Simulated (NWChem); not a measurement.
# Ionisation of allene (C₃H₄)

SMILES: C=C=C
```xyz
7

C      0.0000     0.0000     1.3078
C      0.0000     0.0000     0.0000
C      0.0000     0.0000    -1.3078
H      0.0000    -0.9368     1.8749
H      0.0000     0.9368     1.8749
H      0.9368     0.0000    -1.8749
H     -0.9368     0.0000    -1.8749
```
Charge 0, spin multiplicity 1.

The numbers come from NWChem runs, not from measurements. The geometry was optimised at PBE0/def2-SVP, a minimum by its harmonic frequencies.

Basis set: def2-TZVP. −ε marks an orbital energy of the parent.

B3LYP has NWChem's definition, with VWN1-RPA local correlation.

Question: Order these methods by the first vertical ionisation energy they give, lowest first: −ε(HOMO) of HF, −ε(HOMO) of B3LYP, −ε(HOMO) of BLYP, −ε(HOMO) of PBE, −ε(HOMO) of r2SCAN.

Answer: −ε(HOMO) of BLYP (6.39 eV), −ε(HOMO) of PBE (6.54 eV), −ε(HOMO) of r2SCAN (6.74 eV), −ε(HOMO) of B3LYP (7.48 eV), −ε(HOMO) of HF (10.29 eV)
